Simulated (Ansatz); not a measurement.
A made-up structure of CH$_{4}$BN, singlet:

| atom | x (Å) | y (Å) | z (Å) |
| --- | --- | --- | --- |
| B1 | -1.0047 | 0.4067 | -0.6719 |
| C2 | 0.3846 | 0.0894 | 0.3485 |
| N3 | 0.9621 | -1.2200 | 0.3343 |
| H4 | -1.4788 | -0.5850 | -1.4293 |
| H5 | -1.5756 | 1.6183 | -0.6892 |
| H6 | 0.8526 | 0.9772 | 1.0624 |
| H7 | 1.8598 | -1.2866 | 1.0452 |

It is relaxed with PBE-D4/def2-SVP and then PBE0-D4/def2-TZVP (Ansatz 0.2.0). Atoms count as bonded within 1.22 times the sum of their covalent radii (H–H: 0.88 Å). The end point is not checked to be a true minimum.

Q: Does its bonding change? (A judgement: the text doesn't fix the answer.)

A: By the calculation: No: no bond forms or breaks.

Where it ends: The first stage lowers the energy by 1.43 eV in 5 steps. It ends as CH₄BN ([BH2][CH][NH]):
```
7
angstrom
B -0.8970 0.3632 -0.5999
C 0.3435 0.0797 0.3110
N 0.8590 -1.0894 0.2986
H -1.3203 -0.5222 -1.2763
H -1.4069 1.4448 -0.6152
H 0.7614 0.8724 0.9484
H 1.6604 -1.1486 0.9334
```

Labels in which every atom is bracketed show which atoms are joined, not bond orders.

For scale, one of the runs: PBE0-D4/def2-TZVP relaxation, 117 basis functions, launched by `ansatz run in.yaml --threads 2 --pin off --events-out ev --progress --plain --max-ram 4352MiB`. The run took about 8.5 s on 2 CPU threads of an Arm Neoverse V2 (shared host).
